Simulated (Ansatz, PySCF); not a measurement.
Species: CH3O, net charge 0, doublet state. It need not be the lowest isomer of its formula. 
Structure (B3LYP-D3(BJ)/def2-TZVP (Ansatz, a quantum-chemistry and plane-wave program) minimum search):
SMILES: [CH2]O
```xyz
5

C      0.6856     0.0200    -0.0430
O     -0.6711    -0.1179     0.0029
H     -1.0910     0.7448    -0.0816
H      1.1252     0.9802     0.1938
H      1.2214    -0.9012     0.1227
```
Charge 0, spin multiplicity 2.

Dipole moments at this geometry, in debye (magnitudes).

```tsv
level	program	dipole (D)
BLYP/def2-TZVPD	Ansatz	[?]
r2SCAN/def2-TZVPD	Ansatz	1.45
TPSSh/def2-TZVPD	PySCF	1.45
r2SCANh/def2-TZVPD	Ansatz	1.47
PW6B95/def2-TZVPD	PySCF	1.47
M06-2X/def2-TZVPD	PySCF	1.49
MN15/def2-TZVPD	PySCF	1.49
wB97M-V/def2-TZVPD	Ansatz	1.48
wB97X-V/def2-TZVPD	Ansatz	1.49
CCSD(T)/aug-cc-pVDZ	Ansatz	[?]
```

**Question.** Complete the blanks.

**Answer.** 
- BLYP/def2-TZVPD, dipole (D): 1.44
- CCSD(T)/aug-cc-pVDZ, dipole (D): 1.47
